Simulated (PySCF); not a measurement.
Delta-SCF ions had no search for a lower state. 

# H$_{3}$N, SMILES `N` (charge 0, multiplicity 1)

Method: PBE0-D4/def2-TZVP // PBE0-D4/def2-SVP run with PySCF.

```
Quantity                                                 Value
--------------------------------------  ----------------------
HOMO                                                  -7.70 eV
dipole moment                                           1.79 D
LUMO                                                   1.01 eV
HOMO–LUMO gap                                          8.71 eV
vertical ionisation energy (Delta-SCF)                10.87 eV
total energy                                       -56.5132 Ha
cost                                    roughly 6 core-seconds
```

```xyz
4

N     -0.0020    -0.0037     0.3040
H      0.8741    -0.3348    -0.0996
H     -0.7270    -0.5871    -0.1133
H     -0.1450     0.9256    -0.0911
```
